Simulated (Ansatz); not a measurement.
Setting up BNH3Cl (SMILES NBCl) in Ansatz

BNH3Cl has 6 atoms, charge 0, and is taken as a singlet. As SMILES, `NBCl`. The coordinates come from a PBE0-D4/def2-TZVP relaxation. The run starts from this shape.

| atom | x (Å) | y (Å) | z (Å) |
| --- | --- | --- | --- |
| N | -0.3956 | -0.0078 | -0.6580 |
| B | 0.3696 | -0.1589 | 0.4837 |
| Cl | 0.5299 | 1.1893 | 1.6160 |
| H | -0.5118 | -0.7493 | -1.3266 |
| H | -0.8786 | 0.8445 | -0.8882 |
| H | 0.9288 | -1.1819 | 0.7271 |

Settings wanted:

```yaml
basis_set: STO-3G
integral_approximation: automatic
walk_f_tol: 0.002 eV/angstrom
task: optimise
method: HF
dispersion: none
reference: RHF
accuracy: medium
```

Question: Give an Ansatz 0.2.0 job that does this.

Answer: This one ran through:

job.yaml:
```yaml
crystal:
  periodic: [false, false, false]
  atoms:
    - {symbol: "N", position_ang: [-0.395600, -0.007800, -0.658000]}
    - {symbol: B, position_ang: [0.369600, -0.158900, 0.483700]}
    - {symbol: Cl, position_ang: [0.529900, 1.189300, 1.616000]}
    - {symbol: H, position_ang: [-0.511800, -0.749300, -1.326600]}
    - {symbol: H, position_ang: [-0.878600, 0.844500, -0.888200]}
    - {symbol: H, position_ang: [0.928800, -1.181900, 0.727100]}
basis:
  gaussian: {orbitals: STO-3G}
total_charge: 0
magnetization: {spin_polarized: false}
hamiltonian: {xc: hf}
relax: {f_tol: 0.002}
output: {orbitals: {seedname: orbitals}}
```

```bash
$ ansatz run job.yaml --threads 1 --pin off --max-ram 2610MiB --events-out events.jsonl --progress --plain --runs-dir runs
```

Calculated total energy at the end of the run: -534.52579 Eh.
